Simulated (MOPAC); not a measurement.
**Si2NH6 (SMILES N[SiH][SiH3]): PM6-DH+**

Wanted: a structure relaxation of Si2NH6. 

The calculation is run with MOPAC 23.2.5.

7 further runs of the same task are left out: 7 set aside as unsound or not needed.

### 1 The molecule

The species is Si2NH6 (9 atoms), meant as a doublet with charge 0. SMILES: `N[SiH][SiH3]`. All atoms were displaced at random from a relaxed shape. The run starts from this shape.

Bond lengths: N1–Si2 1.741 Å, Si2–Si3 2.342 Å, N1–H4 0.985 Å, N1–H5 1.010 Å, Si2–H6 1.492 Å, Si3–H7 1.516 Å, Si3–H8 1.478 Å, Si3–H9 1.483 Å. Some angles: N1–Si2–Si3 110.1°, N1–Si2–H6 105.8°, Si3–Si2–H6 113.2°, Si2–N1–H4 121.9°, Si2–N1–H5 118.3°, Si2–Si3–H7 114.8°, Si2–Si3–H8 108.3°, Si2–Si3–H9 108.5°, H4–N1–H5 111.9°, H7–Si3–H8 108.1°.

### 2 A structure relaxation at PM6-DH+

run.mop reads:

```
pm6-dh+ doublet cycles=300 disp ef bonds mullik gnorm=0.02 charge=0 uhf threads=1 aux(precision=6)
PM6-DH+ optimise
N[SiH][SiH3]
N     -0.802004 +1     0.825955 +1    -1.407316 +1
Si    -0.409078 +1     0.908290 +1     0.286280 +1
Si     0.619605 +1    -1.080647 +1     0.971670 +1
H     -1.364279 +1     0.106874 +1    -1.777183 +1
H     -0.913790 +1     1.691374 +1    -1.916181 +1
H      0.465586 +1     2.107348 +1     0.442318 +1
H      1.960413 +1    -1.358825 +1     0.321010 +1
H     -0.287442 +1    -2.204260 +1     0.655101 +1
H      0.824589 +1    -1.023899 +1     2.439661 +1
```

Run with:

```sh
$ mopac run.mop
```

What values should one expect? Wanted: total energy at the end; dipole moment; HOMO energy; LUMO energy; dispersion energy; heat of formation; ⟨S²⟩.

**Answer.** As computed:

At PM6-DH+:

```
                  quantity          value
   total energy at the end   -14.92432 Eh
             dipole moment         1.52 D
HOMO energy (over α and β)       -6.40 eV
LUMO energy (over α and β)       -0.84 eV
         dispersion energy   -0.63 kJ/mol
         heat of formation  23.7 kcal/mol
                      ⟨S²⟩          0.754
```

At the final geometry: Bond lengths: N1–Si2 1.710 Å, Si2–Si3 1.870 Å, N1–H4 1.014 Å, N1–H5 1.012 Å, Si2–H6 1.497 Å, Si3–H7 1.487 Å, Si3–H8 1.495 Å, Si3–H9 1.636 Å. Some angles: N1–Si2–Si3 143.5°, N1–Si2–H6 108.0°, Si3–Si2–H6 108.5°, Si2–N1–H4 124.0°, Si2–N1–H5 127.5°, Si2–Si3–H7 132.3°, Si2–Si3–H8 121.6°, Si2–Si3–H9 61.8°, H4–N1–H5 108.4°, H7–Si3–H8 106.0°. The optimisation took 77 steps and changed the energy by -0.682 eV.
